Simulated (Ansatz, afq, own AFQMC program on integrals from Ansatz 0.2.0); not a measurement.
AFQMC, coupled cluster and functionals along a coordinate of Al2H2, triplet

```xyz
4

Al    0.0000    0.0000    1.1500
Al    0.0000    0.0000   -1.1500
H     0.0000    0.0000    2.7245
H     0.0000    0.0000   -2.7245
```

The Al1–Al2 distance is changed with both sides rigid. Energies in mEh count from this geometry (2.300 Å) at the same level; the start stands on UHF, each point on the determinant named.

Basis 6-31G. Only valence electrons are correlated. Integrals, coupled cluster, full CI and functionals: Ansatz 0.2.0; the random walks run on the same integrals in our own AFQMC program. ph-AFQMC/CISD is guided by a CISD state made of CCSD amplitudes; releasing the constraint for a short imaginary time cuts its bias at the price of noise, slowly where states lie close. Uncertainties: one standard error, sampling alone.

Cautions, each for one point or more: cluster runs in doubt by the program's own checks; lower spins were not checked; strong correlation; the determinant is a saddle point among determinants of its kind; the search met a lower determinant of the same kind, perhaps of another symmetry, and this one is a saddle point; unrestricted determinant slightly spin contaminated.

| r(Al1–Al2) / Å | det. | T1 | weight | ⟨S²⟩ | PBE0 | r2SCAN | CCSD(T) |
| --- | --- | --- | --- | --- | --- | --- | --- |
| 1.826 | UHF | 0.012 | 0.93 | 2.02 | 100.8 | 103.1 | 113.1 |
| 2.810 | UHF | 0.019 | 0.88 | 2.03 | 32.2 | 30.3 | 22.7 |
| 3.744 | UHF | 0.050 | 0.83 | 2.01 | 70.2 | 70.1 | 52.0 |
| 5.173 | UHF | 0.034 | 0.89 | 2.04 | 84.2 | 88.7 | 57.3 |
| 7.727 | UHF | 0.039 | 0.88 | 2.06 | 85.7 | 90.6 | 58.0 |

Q: Estimate the curve of full CI, counted from the same start.

A: 
```
r(Al1–Al2) / Å  det.     T1  weight  ⟨S²⟩    FCI  ph-AFQMC/CISD  released AFQMC  CCSDT(Q)
         1.826   UHF  0.012    0.93  2.02  113.5   113.1 ± 0.07    113.3 ± 0.05     113.4
         2.810   UHF  0.019    0.88  2.03   21.7     22.8 ± 0.2               –      21.9
         3.744   UHF  0.050    0.83  2.01   49.0    52.3 ± 0.09               –      49.0
         5.173   UHF  0.034    0.89  2.04   57.6    57.5 ± 0.07     57.7 ± 0.06      57.8
         7.727   UHF  0.039    0.88  2.06   58.8    58.4 ± 0.07     58.6 ± 0.06      58.7
```

Weight is that of the determinant in the CISD state; at the start T1 is 0.014 and the weight 0.91, and ⟨S²⟩ is 2.03. Symmetry can't show for every point that it stays on the start's state. A dash marks a missing value, a released energy that hasn't settled or a functional that sits on another state. Largest departures from full CI: CCSD(T) 3.0 mEh at 3.744 (on UHF), ph-AFQMC/CISD 3.3 mEh at 3.744 (on UHF), released AFQMC -0.2 mEh at 7.727 (on UHF), CCSDT(Q) 0.2 mEh at 2.810 (on UHF), PBE0 -12.6 mEh at 1.826, r2SCAN -10.4 mEh at 1.826. Functionals count only at points shown to share the start's state and spin. In this small basis the wave-function levels are far from their limit, so their gap to the functionals isn't the functionals' error.

CCSDT and higher add their correlation energy to the determinant of the CCSD(T) run, since their own runs factorise the integrals more tightly (a shift of under 2 meV). A walk keeps the symmetry of its determinant, which the program's search chose and which needn't be the lowest solution, so a lower state of the same spin and another symmetry isn't excluded. Released energies are given only where the last usable release times agree within the noise; a slower fall can still hide under it.
